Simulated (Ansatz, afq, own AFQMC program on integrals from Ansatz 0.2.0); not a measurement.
## Where AFQMC and coupled cluster stand for BNH5, doublet

```yaml
atoms:
  - { symbol: N, position_ang: [-1.1202, -0.0191, -0.0297] }
  - { symbol: H, position_ang: [-1.4175, 0.9487, -0.0297] }
  - { symbol: H, position_ang: [-1.4175, -0.4214, 0.8505] }
  - { symbol: H, position_ang: [0.1818, -0.0191, -0.0297] }
  - { symbol: B, position_ang: [1.3518, -0.0191, -0.0297] }
  - { symbol: H, position_ang: [1.8608, -0.0191, 1.0473] }
  - { symbol: H, position_ang: [1.8608, -0.0191, -1.1067] }
```

Basis cc-pVDZ. Noble-gas cores (and the filled d shells of Ga–Kr and In–Xe) are frozen. Ansatz 0.2.0 and our own AFQMC program on the same integrals; the CISD trial comes from CCSD amplitudes, and released means the phaseless constraint is let go. Uncertainties: one standard error, sampling alone.

Determinant: UHF, the one that the program's search chose, which needn't be the lowest solution. The geometry is a point of a scan.

No full CI on the walks' own integrals is used here; CCSDT(Q) serves as the reference and is uncertain by about the last step of the cluster series.

Cautions: the released energies move by 1.5 errors or more from one time to the next, so no released level is given (meV from the phaseless value at times in 1/Eh: -2 ± 3 at 0.24, -7.0 ± 2.5 at 0.51, -13 ± 3 at 0.99, -2 ± 4 at 1.62, -14 ± 5 at 2.40), though the last usable value meets CCSDT(Q) within the noise.

```
T1 diagnostic                               : 0.0159
weight of the determinant in the CISD state : 0.884
⟨S²⟩ of the determinant                     : 0.769
size of the correlated space                : 13 electrons in 51 orbitals
```

Reference: CCSDT(Q), correlation energy -8.334 eV.

```json
{"level": "HF", "E − E(reference) (mEh)": "306.26", "share of correlation (%)": "0.00"}
{"level": "MP2", "E − E(reference) (mEh)": "48.06", "share of correlation (%)": "84.31"}
{"level": "CCSD", "E − E(reference) (mEh)": "7.70", "share of correlation (%)": "97.48"}
{"level": "CCSD(T)", "E − E(reference) (mEh)": "1.32", "share of correlation (%)": "99.57"}
{"level": "CCSDT", "E − E(reference) (mEh)": "0.42", "share of correlation (%)": "99.86"}
{"level": "ph-AFQMC/CISD", "E − E(reference) (mEh)": "0.21 ± 0.12", "share of correlation (%)": "99.93"}
```
